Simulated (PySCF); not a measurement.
Cl2, SMILES ClCl (connectivity only; charge and spin as stated), charge +1, multiplicity 2. Atoms are numbered in the order given.

```xyz
2

Cl     0.0000     0.0000    -0.9417
Cl     0.0000     0.0000     0.9417
```
Charge +1, spin multiplicity 2.

The structure is a stationary point at PBE0-D3(BJ)/def2-TZVPD.

Computed with PySCF with PBE/pcH-1.

Unrestricted Kohn–Sham, ⟨S²⟩ = 0.751. Hyperfine tensors hold the contact and dipolar terms, without spin-orbit corrections.

Q: Estimate the hyperfine couplings. (The exact figures need the calculation; the answer reports its results.)

A: 
| nucleus | A(iso) (MHz) | A(iso) (G) | dipolar principal values (MHz) |
|---|---|---|---|
| 35Cl no. 1 | -0.9 | -0.3 | -97.9, -96.9, 194.8 |
| 35Cl no. 2 | -0.9 | -0.3 | -97.9, -96.9, 194.8 |
